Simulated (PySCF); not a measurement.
Input of a run (PBE0-D3(BJ)/def2-SVP geometry optimisation, gas phase (PySCF 2.14.0)), started from GFN2-xTB:
```
{"job": {"xc": "PBE0", "basis": "def2-SVP", "d3": "d3bj", "grid": 1, "kind": "geom"}, "charge": -1, "multiplicity": 1}
Si     0.002561     0.001194    -0.005693
H     -0.434886     0.973861    -0.067936
H      1.065336    -0.107491    -0.005064
H     -0.622777    -0.862791     0.055839
```

Output (energies in Eh, forces in Eh/bohr):
```
step   0  E = -290.63984832  max force = 0.400950
step   1  E = -290.83891221  max force = 0.218691
step   2  E = -290.96803812  max force = 0.067238
step   3  E = -290.98755382  max force = 0.026506
step   4  E = -290.99205218  max force = 0.006065
step   5  E = -290.99602635  max force = 0.026020
step   6  E = -291.00474208  max force = 0.045190
step   7  E = -291.01143529  max force = 0.053238
step   8  E = -291.01616128  max force = 0.045268
step   9  E = -291.02008161  max force = 0.046439
step  10  E = -291.02674589  max force = 0.041958
step  11  E = -291.02579068  max force = 0.030141
step  12  E = -291.03156298  max force = 0.026783
step  13  E = -291.04004000  max force = 0.017885
step  14  E = -291.04491528  max force = 0.003606
step  15  E = -291.04508604  max force = 0.002844
step  16  E = -291.04376070  max force = 0.013963
step  17  E = -291.04489239  max force = 0.006095
step  18  E = -291.04511510  max force = 0.002282
step  19  E = -291.04514235  max force = 0.000263
step  20  E = -291.04514265  max force = 0.000272
optimisation converged
```

Summarise the run.

The energy falls by 254.3 kcal/mol over 21 energy and gradient evaluations, the largest force component goes from 0.4009 to 2.7e-04 Eh/bohr, and the atoms move by 0.423 Å rms after alignment. Among the bonds, Si1–H2, Si1–H3 and Si1–H4 change most and about equally (+0.491 to +0.492 Å). Bonds longer at the end by more than 0.005 Å: 3 of 3; shorter: 0. Among the angles that change most is H2–Si1–H3, from 120.0° to 92.6°. The energy rose by more than 1e-6 Eh at steps 11 and 16. The first step brought 49 % of the lowering.

What are the final bond lengths?

Si1–H2 1.560 Å, Si1–H3 1.560 Å, Si1–H4 1.560 Å. Numbering counts from 1 in the input's order; the species is `[SiH3-]`.

The run used 33 basis functions and 112 SCF cycles in all. Cost: about 6 s of CPU time on one thread; the machine was shared, so the figure is rough.

PBE0-D3(BJ)/def2-SVP frequencies: not computed here. The geometry's basis has no diffuse functions, a weakness for an anion.
